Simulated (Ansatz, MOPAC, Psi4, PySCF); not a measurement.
Molecule: C4H4N, net charge 0, doublet state. SMILES: C1=C[N]C=C1
Structure (B3LYP-D3(BJ)/def2-TZVP (Ansatz, a first-principles code) minimum search):
```
C
C 1 1.3579
H 1 1.0780 2 128.39
H 2 1.0780 1 128.39 3 0.00
C 2 1.4569 4 126.29 1 -180.00
N 5 1.3417 2 112.23 4 -180.00
C 6 1.3417 5 104.91 2 0.00
H 7 1.0817 6 121.12 5 -180.00
H 5 1.0817 6 121.12 7 180.00
```
Charge 0, spin multiplicity 2.

Quantity: size of the dipole moment, in D. Conventions: six Cartesian d functions in 6-31G* and its kin unless marked 5d; PM7 with its own dispersion and hydrogen-bond terms; 6-311+G** with 5d; dispersion terms only where a functional's name holds one; spin-orbit terms left out; non-relativistic; open shells spin-unrestricted. Ab initio and DFT rows: single points at B3LYP-D3(BJ) geometries (Ansatz). Semi-empirical rows: dipoles at the shared geometry.

```tsv
level	program	size of the dipole moment (D)
PM7	MOPAC	2.31
PBE/3-21G	Ansatz	1.94
BP86/def2-SVP	PySCF	1.88
B3LYP/6-31G*	Ansatz	2.01
B3LYP/6-311+G**	Ansatz	2.18
wB97X-D/6-311+G**	Psi4	2.21
B3PW91/6-31G* (5d)	PySCF	2.04
```

No value to compare with is used here. The 7 habitual levels span 1.88 (BP86/def2-SVP) to 2.31 D (PM7).

The levels are drawn from those run, B3LYP/6-31G* more often than the rest, none by its result; runs whose electronic state is in doubt are left out.
